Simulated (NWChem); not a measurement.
Lowest excitation of formaldehyde (CH$_{2}$O)

```xyz
4

C      0.0000     0.0000     0.5228
O      0.0000     0.0000    -0.6733
H     -0.9444     0.0000     1.1247
H      0.9444     0.0000     1.1247
```
Charge 0, spin multiplicity 1.

All runs are NWChem calculations. Structure: optimised with PBE0/def2-SVP, a minimum by its harmonic frequencies.

Basis set: def2-SVPD.

The correlated methods keep 2 core orbitals frozen. B3LYP has NWChem's definition, with VWN1-RPA local correlation. Coupled-cluster values serve here as a point of comparison, not as the truth.

Q: For the lowest vertical singlet excitation energy, TDA-BHandHLYP gives 4.23 eV and TD-PBE gives 3.90 eV. What do CIS, TD-B3LYP, EOM-CCSD give?

A: CIS: 4.66 eV; TD-B3LYP: 4.02 eV; EOM-CCSD: 4.14 eV.
